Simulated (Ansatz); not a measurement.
Relaxation of BH$_{3}$O (5 atoms, charge 0, multiplicity 1), to a largest force component of 0.02 eV/Å in at most 40 steps.

Computed with RKS B3LYP/def2-TZVP (Ansatz).

```xyz
5
Properties=species:S:1:pos:R:3:forces:R:3
B 0.000 0.000 0.000 1.01 0.03 -0.58
H 0.000 0.000 1.190 0.07 0.06 0.21
O 1.221 0.000 -0.705 -0.62 -2.14 0.36
H 1.521 -0.952 -0.860 -0.32 1.98 0.18
H -1.030 0.000 -0.595 -0.14 0.08 -0.17
```

Task: Where does it end, and by what steps?

Result: The run converged. After 11 steps the energy has fallen by 0.776 eV; O3 moved furthest, 0.53 Å.

| step | energy less start (eV) | largest force component (eV/Å) | accepted |
| --- | --- | --- | --- |
| 0 | 0.0000 | 2.144 | yes |
| 1 | -0.0656 | 1.293 | yes |
| 2 | -0.1237 | 0.678 | yes |
| 3 | -0.3831 | 1.124 | yes |
| 4 | -0.2765 | 3.812 | no |
| 5 | -0.5739 | 0.889 | yes |
| 6 | -0.7012 | 0.781 | yes |
| 7 | -0.7121 | 0.925 | yes |
| 8 | -0.7718 | 0.295 | yes |
| 9 | -0.7760 | 0.084 | yes |
| 10 | -0.7755 | 0.119 | no |
| 11 | -0.7763 | 0.015 | yes |

```xyz
5
Properties=species:S:1:pos:R:3
B -0.045 -0.065 -0.072
H 0.137 -0.138 1.109
O 0.940 -0.377 -0.943
H 1.763 -0.652 -0.524
H -1.084 0.281 -0.540
```

Whether the end is a true minimum wasn't checked by a vibrational analysis.

Run time: 18 s on 1 thread of Intel(R) Xeon(R) Platinum 8175M CPU @ 2.50GHz (Skylake/Cascade Lake), on a shared host, peak memory 0.13 GiB.
